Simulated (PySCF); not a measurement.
C3H7F.
Numbering: `[CH3:1][CH:2]([CH3:3])[F:4]` (hydrogens: H5, H6, H7 on C1; H8 on C2; H9, H10, H11 on C3)

The same species was optimised twice, with GFN2-xTB and with PBE0-D3(BJ)/def2-SVP (PySCF), and the same property calculations (PySCF, gas phase) were run on both structures.

```csv
coordinate,GFN2-xTB,PBE0-D3(BJ)/def2-SVP,change
C3–H10 (Å),1.086,1.100,+0.014
C1–H6 (Å),1.086,1.100,+0.014
C3–H9 (Å),1.087,1.101,+0.014
C1–H5 (Å),1.087,1.101,+0.014
C3–H11 (Å),1.087,1.099,+0.012
C1–H7 (Å),1.087,1.099,+0.012
C2–C3 (Å),1.520,1.512,-0.008
C1–C2 (Å),1.520,1.512,-0.008
C2–H8 (Å),1.098,1.106,+0.008
C2–F4 (Å),1.387,1.385,-0.002
F4–C2–H8 (°),105.2,106.6,+1.4
C3–C2–H8 (°),110.8,109.6,-1.2
C1–C2–C3 (°),112.7,113.8,+1.1
C2–C1–H6 (°),109.7,110.8,+1.1
C1–C2–H8 (°),110.7,109.6,-1.1
C2–C3–H10 (°),109.8,110.8,+1.0
H5–C1–H6 (°),109.2,108.4,-0.8
H9–C3–H10 (°),109.1,108.4,-0.7
```

Rotational constants: A = 8712, B = 8164, C = 4815 MHz (GFN2-xTB) against A = 8786, B = 8127, C = 4822 MHz (PBE0-D3(BJ)/def2-SVP). Point groups within 0.08 Å: Cs and Cs. Atoms that the bonding makes alike are paired by their places after alignment.

On the GFN2-xTB structure: HOMO (eV) -9.15 [PBE0/pcSseg-1]; LUMO (eV) 1.54 [PBE0/pcSseg-1]; dipole (D) 1.89 [PBE0/pcSseg-1]; GIAO shielding of C1/C3 (mean) (ppm) 161.8 [PBE0/pcSseg-1]; GIAO shielding of C2 (ppm) 97.2 [PBE0/pcSseg-1]; GIAO shielding of F4 (ppm) 371.7 [PBE0/pcSseg-1].

Question: What do these properties become on the PBE0-D3(BJ)/def2-SVP structure?

Answer: 
```
                                    property          level  on GFN2-xTB  on PBE0-D3(BJ)/def2-SVP  change
                                   HOMO (eV)  PBE0/pcSseg-1        -9.15                    -9.12   +0.03
                                   LUMO (eV)  PBE0/pcSseg-1         1.54                     1.49   -0.05
                                  dipole (D)  PBE0/pcSseg-1         1.89                     1.88   -0.01
energy, GFN2-xTB geometry as zero (kcal/mol)  PBE0/pcSseg-1          0.0                     -0.3    -0.3
        GIAO shielding of C1/C3 (mean) (ppm)  PBE0/pcSseg-1        161.8                    160.1    -1.7
                  GIAO shielding of C2 (ppm)  PBE0/pcSseg-1         97.2                     98.2    +1.0
                  GIAO shielding of F4 (ppm)  PBE0/pcSseg-1        371.7                    369.6    -2.1
```

The heavy atoms differ by 0.008 Å rms after alignment (one structure mirrored). Among all bonds C1–H5, C1–H6, C3–H9 and C3–H10 change most and about equally (+0.014 Å). Changes are differences of the printed values. Neither structure is proved a minimum here.
